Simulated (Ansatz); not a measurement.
## Cs₂AgBiBr₆ (Fm-3m, No. 225)

All values below come from r²SCAN+rVV10 in Ansatz (plane waves, PAW).

Numerical settings: plane-wave cutoff 560 eV, 6×6×6 k mesh, Fermi–Dirac smearing 0.01 eV, no spin polarisation, scalar-relativistic PAW data made under PBE.

Cell: relaxed at this level.

```
Quantity                                       Result
-------------------------------------------  --------
band gap                                      1.60 eV
smallest direct gap on the k points sampled   2.74 eV
direct gap at Γ                               3.24 eV
lattice constant a                           11.237 Å
```

Spin–orbit coupling is not included; with these elements it can move the gap by several tenths of an eV or more.

Ansatz is an electronic-structure program.
